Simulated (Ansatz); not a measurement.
**Relaxing Ge2N**

Level of theory: Ansatz, DFT PBE, scalar-relativistic, plane waves, PAW. Cutoff 420 eV, Γ-centred k mesh, Gaussian smearing, no spin polarisation in the final step.

Ge2N was placed on the AlB2 structure type (P6/mmm, No. 191), with N in place of Al, Ge in place of B, at a guessed volume.

```
Ge N
1.0
     3.49392    0.00000    0.00000
    -1.74696    3.02582    0.00000
     0.00000    0.00000    3.77250
Ge N
2 1
Cartesian
  0.0000 2.0172 1.8863
  1.7470 1.0086 1.8863
  0.0000 0.0000 0.0000
```

Steps on the 6×6×4 mesh (3 atoms). 12 of 13 steps are shown, and the free energy counts from the last. Trial steps that were taken back and renewals of the plane-wave basis can be among the rows.

| step | ΔF (meV/atom) | V (Å³/atom) | P (GPa) |
| --- | --- | --- | --- |
| 1 | 1170.5 | 13.29 | 58.63 |
| 2 | 582.9 | 14.49 | 29.53 |
| 3 | 242.6 | 15.12 | 12.80 |
| 4 | 107.9 | 15.24 | 5.98 |
| 5 | 61.1 | 15.14 | 1.21 |
| 6 | 54.4 | 14.96 | 0.63 |
| 8 | 53.6 | 14.97 | -0.15 |
| 9 | 9.6 | 14.97 | 3.45 |
| 10 | 1.8 | 15.27 | 1.16 |
| 11 | 3.3 | 15.72 | -1.62 |
| 12 | 0.9 | 15.44 | 0.07 |
| 13 | 0.0 | 15.44 | 0.08 |

Steps on the 6×6×6 mesh (3 atoms). 4 of 5 steps are shown, and the free energy counts from the last.

```csv
step,ΔF (meV/atom),V (Å³/atom),P (GPa)
1,7.2,15.44,0.26
2,1.0,15.06,1.44
3,0.1,15.32,-0.38
5,0.0,15.26,-0.01
```

Steps on the 12×12×16 mesh (3 atoms). 5 of 9 steps are shown, and the free energy counts from the last.

```csv
step,ΔF (meV/atom),V (Å³/atom),P (GPa)
1,2.6,15.26,0.06
2,2.3,15.22,0.17
3,2.0,15.21,0.18
4,0.0,15.12,-0.06
9,0.0,15.11,0.00
```

A final relaxation ran on a 12×12×16 mesh. The relaxed crystal, P6/mmm (No. 191):

```
Ge N
1.0
     4.30475    0.00000    0.00000
    -2.15238    3.72802    0.00000
     0.00000    0.00000    2.82373
Ge N
2 1
Cartesian
  0.0000 2.4853 1.4119
  2.1524 1.2427 1.4119
  0.0000 0.0000 0.0000
```

* Volume per atom: 15.1 Å³
* Density: 5.8 g/cm³
* Energy over the elements: 1.60 eV/atom
* Gap on the 12×12×16 mesh: 0 eV (a metal)

Formation energies are uncorrected and refer to the elements' standard structures at the same level (N₂ as a molecule).

The final run used a 12×12×16 mesh on its 3-atom cell and 0.10 eV smearing. The k mesh leaves about 4 meV/atom of noise in metals. Weakly bound directions are ill-defined at this level, which has no dispersion term.

Symmetry constrained the relaxation, so the result can be a saddle point.

Cost: 4 runs of about 1.9 core-minutes in all, on Arm Neoverse V1 (shared hosts).